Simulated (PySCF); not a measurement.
Structure problem from calculated spectra and properties.

Formula: C6H11; charge +1.

* 1H NMR: chemical shifts (computed TMS as zero) by class: 10.23 (1 H), 9.47 (1 H), 8.79 (1 H), 4.07 (3 H), 3.08 (2 H), 1.51 (3 H) ppm [GIAO PBE0/pcSseg-1]
* UV, strongest line: among the 6 lowest singlet transitions: S3 at 4.25 eV (292 nm, f = 0.113) [TDDFT PBE0/def2-SVPD]
* UV, first state: lowest singlet excitation: 3.94 eV (315 nm, f = 0.009) [TDDFT PBE0/def2-SVPD]
* 13C NMR: chemical shifts (computed TMS as zero) by class: 258.2 (1 C), 214.4 (1 C), 171.9 (1 C), 38.6 (1 C), 29.5 (1 C), 20.1 (1 C) ppm [GIAO PBE0/pcSseg-1]
* Polarisability: 71.3 au [PBE0/def2-SVPD]
* Rotational structure: rotational constants A, B, C: 4.114, 3.072, 1.992 GHz [GFN2-xTB]
* Triplet: lowest triplet excitation (Tamm–Dancoff): 2.18 eV [TDA PBE0/def2-SVPD]

The electronic properties come from PySCF, for the isolated species, density fitting. Levels stand in brackets. Geometry: GFN2-xTB, one conformer, isolated ion. NMR classes are plain means over equivalent atoms (diastereotopic ones count apart unless rotation or inversion swaps them), as if these changed places fast.

**Question.** Give a SMILES that accounts for the data.

**Answer.** Numbering: `[CH2:1]=[C:2]([CH+:3][CH3:4])[CH2:5][CH3:6]`. 6 carbons fall into 6 classes; from least to most shielded: carbon bonded to 2 C and H [C3] (258.2 ppm), carbon bonded to C and 2 H [C1] (214.4 ppm), carbon bonded to 3 C [C2] (171.9 ppm), methyl carbon [C4] (38.6 ppm), allylic carbon [C5] (29.5 ppm), methyl carbon [C6] (20.1 ppm). Hydrogen classes from least to most shielded: 1 H on a carbon bonded to 2 C and H, C3 (10.23 ppm), 1 H on a carbon bonded to C and 2 H, C1 (9.47 ppm), 1 H on a carbon bonded to C and 2 H, C1 (8.79 ppm), 3 H on a methyl carbon, C4 (4.07 ppm), 2 H on an allylic carbon, C5 (3.08 ppm), 3 H on a methyl carbon, C6 (1.51 ppm, a mean of values up to 0.8 ppm apart in this geometry). The optimised geometry has point group C1 and is an asymmetric top. Structure: `C=C([CH+]C)CC`. Computed isomers that give other values at the same levels: `C[C+](C)C1CC1` (13C chemical shifts (computed TMS as zero) by class: 308.8 (1 C), 59.5 (1 C), 53.9 (2 C), 40.6 (2 C) ppm); `C=C(C)[C+](C)C` (13C chemical shifts (computed TMS as zero) by class: 281.2 (1 C), 184.5 (1 C), 161.3 (1 C), 41.2 (2 C), 23.0 (1 C) ppm); `C[C+]1CCCC1` (13C chemical shifts (computed TMS as zero) by class: 356.9 (1 C), 68.5 (2 C), 43.1 (1 C), 30.9 (2 C) ppm). The assignments are read from this structure; whether some other isomer fits the data as well wasn't checked.

The values belong to the conformer `[CH2:1]=[C:2]([CH+:3][CH3:4])[CH2:5][CH3:6]`: C1–C2–C3–C4 -178°, C1–C2–C5–C6 93°.
